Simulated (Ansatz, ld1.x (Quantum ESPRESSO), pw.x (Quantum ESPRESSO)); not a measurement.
# Equation-of-state test of one PAW potential (Rb (Z = 37))

Rb, PAW, made with ld1.x (Quantum ESPRESSO) 7.5 (LDA (PW92), scalar-relativistic). Core [Ar] 3d10, reference 4s2 4p6 5s1 5p0. Waves: 4s (bound): rcut 2.20, rcutus 2.85 bohr; 5s (bound): rcut 2.20, rcutus 2.85 bohr; 4p (bound): rcut 2.35, rcutus 3.15 bohr; 5p (bound, empty): rcut 2.35, rcutus 3.15 bohr; 4d channel at 0.45 Ry: rcut 2.80, rcutus 3.60 bohr; 4f channel at 0.05 Ry: rcut 3.25, rcutus 3.50 bohr; 4f channel at 0.35 Ry: rcut 3.25, rcutus 3.50 bohr. Local part: all-electron potential smoothed inside 3.45 bohr (lloc = -1). Core correction: Bessel-smoothed model core, default radius (core density twice the valence density). Augmentation charge: BESSEL, radius 2.00 bohr.

Atomic tests: cutoffs needed: 10 Ry and 15 Ry (the cutoffs (Ry, on a coarse ladder) from which the occupation-weighted sum of valence levels, in a spherical-Bessel basis at the reference potential, stays within 10 and 1 mRy of its value at 400 Ry); ghost test: no extra level below or beside the all-electron valence levels (s, p, d, f tested) (spherical-Bessel basis up to 400 Ry, 20 bohr box); configuration tests: test run stopped at test 4 of 7 (negative rho).

Crystal test: bcc Rb in pw.x 7.5, no spin, 9³ k-points, Fermi–Dirac smearing 0.01 Ry, cutoffs 40/320 Ry. The reference is all-electron LAPW (Ansatz 0.2.0) with the same functional, mesh and smearing; V0 and B0 come from Birch–Murnaghan fits to the pressures at five volumes. Errors are pseudo minus all-electron; Δ is the rms difference of the E(V) curves that follow from these fits, minima aligned, over ±6 % about the mean V0. Mesh and smearing are coarse, so the numbers serve the comparison and aren't converged zero-temperature values; the lattice is a test structure that the element need not adopt.

```tsv
V (Å³/atom)	P all-electron (GPa)	P pseudo (GPa)
74.012	0.19	0.33
75.959	0.08	0.21
77.907	-0.01	0.11
79.855	-0.09	0.02
81.802	-0.16	-0.07
```

All-electron: a0 = 5.376 Å (V0 = 77.71 Å³/atom), B0 = 3.5 GPa.

Pseudopotential: mean pressure error (GPa): +0.12; a0 (Å): 5.434; a0 error (%): +1.08; B0 error (%): +0.3; Δ (meV/atom): 1.9. This is a poor potential for the solid. Atomic configuration tests: test run stopped at test 4 of 7 (negative rho).

**Question.** At the middle volume, how do free energy and pressure move when the wave cutoff is lowered (ecutrho held at 320 Ry)?

**Answer.**

| cutoff (Ry) | shift of F (meV/atom) | shift of P (GPa) |
| --- | --- | --- |
| 18 | +4.8 | -0.02 |
| 24 | +0.7 | -0.00 |
| 32 | +0.2 | -0.01 |

The run at the middle volume (35 k-points, 9 iterations) took about 31 s on one core of a shared host (Neoverse-V1, 32 threads, 247 GiB, load 17).
